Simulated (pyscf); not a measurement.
H₃C–BH–NH₂ → HB=NH + CH₄, an elimination (singlet surface; B–C, H–N broken, C–H formed). PySCF, gas phase, ωB97X-D3(BJ)/def2-SVP geometries. Correlated levels are frozen-core, on RHF or UHF. ΔMP2 is the change of the MP2 total energy from the triple- to the quadruple-zeta basis. Energies in kJ/mol from the reactant's lowest minimum found.

Small-basis levels: PySCF, no dispersion term, spherical d functions. AM1 to PM7: differences of heats of formation from MOPAC. Cost: rough CPU time at the saddle relative to B3LYP/6-31G*, from one job on a shared machine.

```
level                             barrier  reaction energy        cost
--------------------------------  -------  ---------------  ----------
MP2/6-31G*                          358.1           +119.6        0.09
SVWN5/6-31G*                        304.1           +177.0         0.8
B3LYP/STO-3G                        471.1           +175.5         0.5
B3LYP/6-31G*                        349.9           +129.0           1
PBE/def2-SVP                        306.4           +145.9           2
B3LYP/def2-SVP                      337.2           +133.3           1
AM1                                 434.6           +145.2  under 0.02
PM3                                 375.6            +84.2  under 0.02
PM7                                 363.2            +30.8  under 0.02
CCSD(T)/def2-TZVPP + ΔMP2(QZVPP)    341.1           +134.6           –
```

Against the last row the barrier runs from -37.1 (SVWN5/6-31G*) to +129.9 kJ/mol (B3LYP/STO-3G); B3LYP/def2-SVP happens to lie closest here (3.9 kJ/mol apart). CCSD(T)/def2-TZVPP + ΔMP2(QZVPP) has limits of its own. One saddle was located; it need not be the lowest between these sides. The CCSD(T) − MP2 part came from Ansatz, without density fitting, on the same reference.
